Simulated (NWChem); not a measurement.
A calculation on hydrazine (H4N2)

```xyz
6

N      0.1745    -0.6794     0.0738
N     -0.1745     0.6794     0.0738
H     -0.6458    -1.2306     0.3138
H      0.5122    -1.0120    -0.8307
H      0.6458     1.2306     0.3138
H     -0.5122     1.0120    -0.8307
```
Charge 0, spin multiplicity 1.

The numbers come from NWChem runs, not from measurements. All single points use one geometry, from PBE0/def2-SVP, a minimum by its harmonic frequencies. It is one conformer; others weren't searched.

Symmetry labels belong to the abelian group C2 used in the runs, with the axes of the coordinates shown.

### Question
List the lowest 3 singlet excitations that TD-PBE/def2-SVPD gives, with oscillator strengths.

### Answer
```csv
state,symmetry,energy (eV),wavelength (nm),f
1,a,5.86,212,0.004
2,b,5.86,211,0.012
3,a,6.75,184,0.038
```
